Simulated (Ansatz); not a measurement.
Input file:

```yaml
crystal:
  periodic: [false, false, false]
  atoms:
    - {symbol: Ge, position_ang: [0.000000, -0.035554, 0.652399]}
    - {symbol: Mg, position_ang: [0.000000, 0.063321, -1.873096]}
    - {symbol: H, position_ang: [0.000000, 1.099597, 1.716417]}
    - {symbol: H, position_ang: [0.000000, -0.064172, -3.566369]}
basis:
  gaussian: {orbitals: cc-pVTZ}
total_charge: 1
magnetization: {spin_polarized: true, initial_magnetization: 3}
hamiltonian: {xc: {name: PBE}}
output: {orbitals: {seedname: orbitals}}
```

```sh
$ ansatz run in.yaml --threads 2 --pin off --events-out ev --progress --plain --max-ram 16896MiB --backend cuda --devices 0, --max-vram 18GiB
```

Roughly how long does this take on 2 threads of AMD EPYC 7R13 with a shared H100 80 GB, shared host, and how much host memory?

3.3 s wall and 0.76 GiB.

```
751 factors; their error is unknown
mean field evaluation 1: about -61968.3589 eV, gradient 1.8e1 eV
mean field evaluation 2: about -61928.1060 eV, gradient 5.5e1 eV
mean field evaluation 4: about -61972.9878 eV, gradient 3.4e0 eV
mean field evaluation 8: about -61973.1323 eV, gradient 5.2e-1 eV
mean field evaluation 16: about -61973.1169 eV, gradient 1.3e-3 eV
mean field -61973.11693472 eV, -2277.4700404637 hartree, gradient 2.5e-5 eV, S^2 3.759130; 2 other end points of the search recorded, 0 dependent functions left out
reference -61973.11697739 eV, -2277.4700420315 hartree; 24, 21 occupied and 81, 84 virtual orbitals, 751 factors
Total energy: -61973.11697739 eV, -2277.4700420315 hartree
```
